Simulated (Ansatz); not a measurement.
Input and command of a calculation in Ansatz (plane waves; scalar-relativistic PAW potentials unless the input names others):

```yaml
crystal:
  lattice:
    - [2.8110239836, 0.0, 0.0]
    - [0.0, 2.8110239836, 0.0]
    - [0.0, 0.0, 2.8110239836]
  atoms:
    - { symbol: Ga, position: [0.0, 0.0, 0.0] }
    - { symbol: C, position: [0.5, 0.5, 0.5] }
basis:
  ecutwfc: 420
kpoints:
  mp_grid: { grid: [20, 20, 20] }
hamiltonian:
  xc: pbe
  hubbard: { sites: [{ species: Ga, l: f, u_eff: 4.0 }] }
scf:
  occupations: { method: gaussian, width: 0.1 }
  max_iter: 50
output:
  forces: true
  eigenvalues: true
  stress: true
```

```bash
ansatz run input.yaml --threads 1 --pin off --max-ram 2560MiB --backend cpu --events-out ev --progress --plain --runs-dir out
```

Task: Will this input run?

Result: The program refuses it, because of a U on a shell that isn't there (hamiltonian.hubbard: not typed → {"sites": [{"species": "Ga", "l": "f", "u_eff": 4.0}]}). Without that key it is accepted.

Abridged log:
```
Error: inconsistent input (hamiltonian.hubbard.sites[].l, hamiltonian.hubbard.sites[].shell): the file of Ga doesn't list 4f, and it can't be added: PBE doesn't bind the shell 4f of the free atom, whose level lies at +1.02 eV. Type an atom or ion with it (hamiltonian.pseudopotentials.projection_atoms), take another file or name another shell
```